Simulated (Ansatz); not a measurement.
# Cl–B–PH, singlet: reading a ladder of total energies

Geometry: a PBE0/def2-TZVP stationary point for this spin, not checked as a minimum.

```yaml
atoms:
  - { symbol: Cl, position_ang: [0.0000, -0.2808, 1.9376] }
  - { symbol: B, position_ang: [0.0000, -0.3505, 0.2476] }
  - { symbol: P, position_ang: [0.0000, -0.3284, -1.4586] }
  - { symbol: H, position_ang: [0.0000, 0.9596, -0.7266] }
```

Basis cc-pVDZ; Ansatz 0.2.0. Only valence electrons are correlated (noble-gas cores frozen), which leaves 16 electrons in 44 orbitals. R marks a restricted (for open shells ROHF) determinant.

Full CI isn't at hand for all of this; RCCSDT(Q) serves as the reference, and is uncertain by about the last step of the cluster series.

Runs differ by some tens of microhartree through their thresholds, so steps under 0.03 kcal/mol mean nothing.

```tsv
level	total energy (hartree)
RHF	-825.495770
RMP2	-825.829620
RCCSD	-825.859427
RCCSD(T)	-825.873784
RCCSDT	-825.874751
RCCSDT(Q)	-825.875827
```

Q: What is the correlation energy at RCCSDT(Q), and what share of it do RMP2 and RCCSD(T) recover?

A: E(corr) = -825.875827 − (-825.495770) = -0.380057 hartree = -10.342 eV. RMP2: -0.333850 / -0.380057 = 87.84 %. RCCSD(T): -0.378014 / -0.380057 = 99.46 %.

Q: By how many kcal/mol does RCCSD(T) miss RCCSDT(Q) (1 hartree = 627.509 kcal/mol), and which steps make up the rest?

A: -825.873784 − (-825.875827) = 0.002043 hartree = 1.28 kcal/mol. Steps: RCCSDT − RCCSD(T) = -0.61, RCCSDT(Q) − RCCSDT = -0.68 kcal/mol. Differences between like states or geometries often cancel part of this.
